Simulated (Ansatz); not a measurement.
# AlH5O2: the cost of one run

Program: Ansatz 0.2.0. Level of theory: RKS PBE0/6-31G*. These are calculated values, not measurements.

## 1. The structure to begin with

Bond lengths: Al1–O2 2.130 Å, O2–H3 1.010 Å, Al1–O4 1.780 Å, O4–H5 1.010 Å, Al1–H6 1.560 Å. Angles: Al1–O2–H3 109.5°, O2–Al1–O4 120.0°, O2–Al1–H6 120.0°, O4–Al1–H6 120.0°, Al1–O4–H5 109.5°.

Structure file:

```xyz
8

Al    0.0000    0.0000    0.0000
O     0.0000    0.0000    2.1300
H    -0.9095   -0.2814    2.4671
O     1.5415    0.0000   -0.8900
H     1.8414   -0.9519   -1.0449
H    -1.3510    0.0000   -0.7800
H     0.0834    1.7631    0.5865
H     0.0646    1.3656    1.5323
```

## 2. Pulling towards end A

Springs on the bonds that form and break draw the guess towards this end; the thresholds are loose.

The input, input.yaml:

```yaml
crystal:
  periodic: [false, false, false]
  atoms:
    - { symbol: Al, position_ang: [0.0, 0.0, 0.0] }
    - { symbol: O, position_ang: [0.0, 0.0, 2.13] }
    - { symbol: H, position_ang: [-0.9095, -0.2814, 2.4671] }
    - { symbol: O, position_ang: [1.5415, 0.0, -0.89] }
    - { symbol: H, position_ang: [1.8414, -0.9519, -1.0449] }
    - { symbol: H, position_ang: [-1.351, 0.0, -0.78] }
    - { symbol: H, position_ang: [0.0834, 1.7631, 0.5865] }
    - { symbol: H, position_ang: [0.0646, 1.3656, 1.5323] }
basis:
  gaussian: { orbitals: "6-31G*" }
hamiltonian:
  xc: pbe0
relax:
  f_tol: 0.15
  max_steps: 25
  restrain:
    - { distance: [0, 6], at: 2.76, k: 30.0 }
    - { distance: [7, 1], at: 2.21, k: 30.0 }
    - { distance: [0, 1], at: 1.78, k: 30.0 }
    - { distance: [7, 6], at: 0.66, k: 30.0 }
```

Launch:

```
> ansatz run input.yaml --threads 1 --pin off --max-ram 2048MiB --backend cpu --events-out ev --progress --plain --runs-dir out
```

**Question.** How long does this run take on 1 thread of Arm Neoverse V1, shared host, and how much memory does it need?

About 23 s, with a peak of 0.11 GiB.
